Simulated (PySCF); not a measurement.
How well do the runs reproduce experiment for CFCl3?

**Measured values to compare with.**

NIST CCCBDB Release 22 (SRD 101), experimental dipoles lists, for the gas: dipole moment (microwave Stark effect, vibrational ground state) 0.46 ± 0.02 D.

The runs below try to reproduce these values; the comparison stands at the end.

Compound: CFCl3.
Numbering: `[F:1][C:2]([Cl:3])([Cl:4])[Cl:5]`

Geometry (GFN2-xTB, Å), atoms numbered from 1 in this order:
```
atom  x, y, z in Å
F1     0.060   -0.141    1.396
C2     0.005   -0.006    0.067
Cl3   -0.458    1.661   -0.313
Cl4    1.603   -0.371   -0.604
Cl5   -1.201   -1.140   -0.563
```

The PySCF runs (gas phase, on this GFN2-xTB geometry; no spin–orbit coupling):

```
            level         job  basis functions  wall time
    B97-2/IGLO-II  shieldings              149      6.2 s
BHandHLYP/IGLO-II  shieldings              149      6.5 s
CAM-B3LYP/IGLO-II  shieldings              149      8.8 s
  HCTH407/IGLO-II  shieldings              149      7.8 s
    HSE06/IGLO-II  shieldings              149       12 s
  LC-wPBE/IGLO-II  shieldings              149      9.1 s
     OLYP/IGLO-II  shieldings              149      8.6 s
     WP04/IGLO-II  shieldings              149      6.6 s
 mPW1PW91/IGLO-II  shieldings              149      6.6 s
   revPBE/IGLO-II  shieldings              149      7.4 s
  wB97X-D/IGLO-II  shieldings              149      9.3 s
    wB97X/IGLO-II  shieldings              149      9.0 s
```

Hardware: an Intel Xeon at 2.30 GHz with one thread, no GPU, shared host.

**Comparison with experiment**

**Dipole moment.** Measured: 0.46 D (NIST CCCBDB Release 22 (SRD 101), experimental dipoles).

| level | computed (D) | computed − measured (D) | % (from the printed values) |
| --- | --- | --- | --- |
| B97-2/IGLO-II | 0.49 | +0.03 | +7 |
| BHandHLYP/IGLO-II | 0.63 | +0.17 | +37 |
| CAM-B3LYP/IGLO-II | 0.59 | +0.13 | +28 |
| HCTH407/IGLO-II | 0.43 | -0.03 | -7 |
| HSE06/IGLO-II | 0.52 | +0.06 | +13 |
| LC-wPBE/IGLO-II | 0.52 | +0.06 | +13 |
| OLYP/IGLO-II | 0.40 | -0.06 | -13 |
| WP04/IGLO-II | 0.58 | +0.12 | +26 |
| mPW1PW91/IGLO-II | 0.51 | +0.05 | +11 |
| revPBE/IGLO-II | 0.40 | -0.06 | -13 |
| wB97X-D/IGLO-II | 0.51 | +0.05 | +11 |
| wB97X/IGLO-II | 0.52 | +0.06 | +13 |

The computed dipoles belong to one fixed geometry; measured ones are averaged over vibrations unless marked μe. Magnitudes are compared, not signs.

No measured geometry was used, and the causes of the misses weren't examined.
